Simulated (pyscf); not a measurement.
Structures and frequencies: ωB97X-D3(BJ)/def2-SVP in PySCF.

Estimate by transition-state theory the rate constant of O=Cr(=O)(Cl)–Cl + water (H₂O) → O=Cr(=O)(OH)–Cl + hydrogen chloride (HCl) (singlet surface; Cl–Cr, H–O broken, Cr–O, Cl–H formed) at 600 K, with ωB97M-D3(BJ)/def2-TZVP energies (ideal gas, 1 atm, RRHO with modes under 100 cm⁻¹ raised to 100, one conformer, R ln 2 for chiral ones without a mode under 150 cm⁻¹; no tunnelling).

The electronic barrier is 20.5 kcal/mol and the thermal terms add +18.9, so ΔG‡ = 39.4 kcal/mol. With k_BT/h = 1.25e+13 s⁻¹ and RT = 1.192 kcal/mol, and a volume of 8.18e-20 cm³ per molecule at 1 atm, k = 4.4e-21 cm³ molecule⁻¹ s⁻¹. Wigner's tunnelling factor for 886i cm⁻¹ would be 1.19. A shift of 1 kcal/mol in the barrier changes k by a factor 2.3. This is the saddle that the search found; another between the same sides may lie lower.
